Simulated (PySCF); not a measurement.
Species: C₃H₅FOS.
SMILES: `C=C(F)[S@](C)=O`

Vertical excitations from PySCF (density fitting, frozen core in the response, grid level 2 and gas phase unless stated; continuum runs use non-equilibrium linear response for the excitations) on a GFN2-xTB geometry. Reference run:

```tsv
settings	S1, eV (f)	S2, eV (f)	S3, eV (f)	S4, eV (f)	S5, eV (f)	S6, eV (f)	T1, eV (Tamm–Dancoff)	mean α (au)
PBE0/def2-SVPD, TDA, 1 singlet	5.51 (0.077)	–	–	–	–	–	–	63.0
```

Task: What do these settings give: LDA/def2-SVPD, energy threshold 1e-07 Eh, full TDDFT, 25 singlets?

Result: 
| settings | S1, eV (f) | S2, eV (f) | S3, eV (f) | S4, eV (f) | S5, eV (f) | S6, eV (f) | T1, eV (Tamm–Dancoff) | mean α (au) |
| --- | --- | --- | --- | --- | --- | --- | --- | --- |
| LDA/def2-SVPD, energy threshold 1e-07 Eh, full TDDFT, 25 singlets | 4.58 (0.037) | 5.41 (0.011) | 5.54 (0.002) | 5.88 (0.021) | 6.08 (0.034) | 6.30 (0.004) | 4.18 | 66.1 |

S1 moves by -0.93 eV; functional and response scheme change together, so the shift can't be laid on one. States are counted by energy in each run and needn't keep their character from row to row.

Task: Give the leading configurations of S1 (H = HOMO, L = LUMO) and the HOMO–LUMO gap of each run.

Result: 
| settings | S1 configurations (weight) | S1 (eV) | orbital gap (eV) | S1 − gap (eV) |
| --- | --- | --- | --- | --- |
| PBE0/def2-SVPD, TDA, 1 singlet | H→L 0.93 | 5.51 | 6.68 | -1.17 |
| LDA/def2-SVPD, energy threshold 1e-07 Eh, full TDDFT, 25 singlets | H→L 0.96 | 4.58 | 4.33 | +0.25 |

Conformer computed: `[CH2:1]=[C:2]([F:3])[S@:4]([CH3:5])=[O:6]`: C1–C2–S4–C5 111°.

One conformer stands for the species.
